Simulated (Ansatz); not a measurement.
# S2 (SMILES S=S) at UCCSDT(Q)/B/6-31G (accuracy low)

Wanted: the energy of S2. 

The results are computed with Ansatz 0.2.0.

**1. The molecule**

The species is S2 (2 atoms), typed as a triplet with charge 0. As SMILES, `S=S`. The start is not the relaxed shape.

Bond lengths: S1–S2 1.962 Å.

**2. A single-point energy at UCCSDT(Q)/B/6-31G (accuracy low)**

The input, input.yaml:

```yaml
basis:
  gaussian:
    orbitals: 6-31G
crystal:
  periodic: [false, false, false]
  atoms:
    - symbol: S
      position_ang: [-0.015906, -0.092259, 0.022293]
    - symbol: S
      position_ang: [0.022655, 0.130515, 1.971285]
magnetization:
  spin_polarized: true
  initial_magnetization: 2
correlation:
  method: ccsdt_q_b
  frozen_orbitals: {S: 5}
  diis_vectors: 3
output:
  orbitals: {seedname: orbitals}
accuracy: low
```

Started as:

```bash
$ ansatz run input.yaml --threads 1 --pin off --max-ram 2610MiB --events-out events.jsonl --progress --plain --runs-dir runs
```

Standard output:

```text
Warning: RAYON_NUM_THREADS=1 ignored (pool sized by the plan → 1); use --threads N
Functional definition: HF
  name "HF"
  exchange = exact_x
  correlation = 0
493 factors; integrals over basis functions are off by at most 2.6e-8 eV
mean field evaluation 1: about -21631.2906 eV, gradient 5.3e0 eV
mean field evaluation 2: about -21631.2975 eV, gradient 5.3e0 eV
mean field evaluation 4: about -21631.5575 eV, gradient 4.4e-1 eV
mean field evaluation 8: about -21631.5609 eV, gradient 2.1e-6 eV
mean field evaluation 16: about -21631.5673 eV, gradient 3.0e-3 eV
mean field evaluation 32: about -21631.5609 eV, gradient 3.0e-6 eV
mean field evaluation 64: about -21629.5879 eV, gradient 3.8e-1 eV
mean field -21631.56733270 eV, -794.9454370737 hartree, gradient 2.5e-6 eV, S^2 2.019367; 6 other end points of the search recorded, 0 dependent functions left out
determinant -21631.56733270 eV, -794.9454370737 hartree, with singles and doubles -21634.64042673 eV, -795.0583711965 hartree
determinant -21631.56089278 eV, -794.9452004111 hartree, with singles and doubles -21634.63669675 eV, -795.0582341223 hartree
determinant -21629.58957894 eV, -794.8727559637 hartree, with singles and doubles -21631.61777497 eV, -794.9472907929 hartree
determinant -21631.56733270 eV, -794.9454370737 hartree, with singles and doubles -21634.63985449 eV, -795.0583501669 hartree
determinant -21631.56089278 eV, -794.9452004111 hartree, with singles and doubles -21634.63672499 eV, -795.0582351599 hartree
mean field evaluation 96: about -21631.5609 eV, gradient 1.0e-4 eV
10 core orbitals not correlated: weight in the atoms' cores, before any rotation towards them, 1.000 or more for the frozen orbitals, at most 0.000 for the correlated occupied ones
reference -21631.56089278 eV, -794.9452004111 hartree; 7, 5 occupied and 9, 11 virtual orbitals, 493 factors
second order -2.87131318 eV of doubles, -0.00000000 eV of singles
cycle   1  -2.95334920 eV  change   -8.2e-2 eV  update   5.9e-2
cycle   2  -3.10525558 eV  change   -1.5e-1 eV  update   2.3e-2
cycle   3  -3.15209783 eV  change   -4.7e-2 eV  update   9.6e-3
cycle   4  -3.15162914 eV  change    4.7e-4 eV  update   3.0e-3
cycle   5  -3.15269582 eV  change   -1.1e-3 eV  update   1.2e-3
cycle   6  -3.15224909 eV  change    4.5e-4 eV  update   4.9e-4
cycle   7  -3.15244379 eV  change   -1.9e-4 eV  update   2.0e-4
cycle   8  -3.15249890 eV  change   -5.5e-5 eV  update   7.5e-5
cycle   9  -3.15255461 eV  change   -5.6e-5 eV  update   3.5e-5
cycle  10  -3.15256342 eV  change   -8.8e-6 eV  update   1.3e-5
cycle  11  -3.15256840 eV  change   -5.0e-6 eV  update   6.0e-6
cycle  12  -3.15256998 eV  change   -1.6e-6 eV  update   3.1e-6
cycle  13  -3.15257098 eV  change   -1.0e-6 eV  update   1.6e-6
cycle  14  -3.15257128 eV  change   -2.9e-7 eV  update   6.9e-7
perturbative correction -0.02736018 eV, -0.0010054683 hartree
Total energy: -21634.74082424 eV, -795.0620607369 hartree
```

Wall time 4.2 s (1 thread of AMD EPYC 7R13 (Zen 3), shared host); peak memory 0.18 GiB.

**3. What came out**

Level: UCCSDT(Q)/B/6-31G (accuracy low), 10 core orbitals frozen.

| quantity | value |
| --- | --- |
| total energy | -795.06206 Eh |
| HOMO energy (Hartree–Fock orbitals) (highest over α and β) | -10.87 eV |
| LUMO energy (Hartree–Fock orbitals) (lowest over α and β) | -0.61 eV |
| correlation energy (10 core orbitals frozen) | -116.9 mEh |
| ⟨S²⟩ | 2.022 |
| T1 diagnostic | 0.011 |

**Reading.** The run may have ended on a state above the lowest. The SCF solution is unstable: a lower one exists. The accuracy setting is loose, so the last digits carry no meaning.
